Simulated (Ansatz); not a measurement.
`C#CCNC`, charge 0, multiplicity 1.

(1) Give a relaxed structure at PBE0-D4/def2-TZVP (the Gaussian-basis code of Ansatz). (Estimate.)

Answers

(1) Computed: 
```xyz
12

C     0.6572   -2.7476   -0.8169
C     0.6561   -1.5989   -0.4710
C     0.6433   -0.1988   -0.0788
N    -0.6739    0.2319    0.3476
C    -0.7295    1.6544    0.5965
H     0.6608   -3.7697   -1.1130
H     1.3411   -0.0543    0.7549
H     1.0410    0.4019   -0.9176
H    -1.3552   -0.0348   -0.3514
H    -1.7493    1.9405    0.8583
H    -0.4027    2.2734   -0.2562
H    -0.0888    1.9020    1.4478
```
This is one stationary point; other conformers may exist.
